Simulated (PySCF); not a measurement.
Relaxation of singlet S₃

Method: PySCF, B3LYP, basis S def2-TZVP (no relativity, density fitting). A (50,194) grid was used.

A hand-made bent start, of C2v symmetry, held to at least that symmetry:

```xyz
3
charge 0 multiplicity 1, angstrom
S     0.0000    0.0000   -0.7189
S     1.5400    0.0000    0.3594
S    -1.5400    0.0000    0.3594
```

Optimiser trace:
| step | E − E(last) (kJ/mol) | largest gradient (Eh/bohr) |
| --- | --- | --- |
| 0 | 15.28 | 0.03307 |
| 1 | 0.64 | 0.00407 |
| 2 | 0.01 | 0.00050 |
| 3 | 0.00 | 0.00004 |

It ends at C2v with S–S 1.923 Å (×2); S–S–S 118.1°. A frequency run shows a minimum.

The relaxation took 4.2 s on 2 threads of a shared Arm Neoverse V2 host, with 111 basis functions and 4 gradients; the process peaked at 0.53 GiB. Launch command: `OMP_NUM_THREADS=2 python axn.py task.json out`.
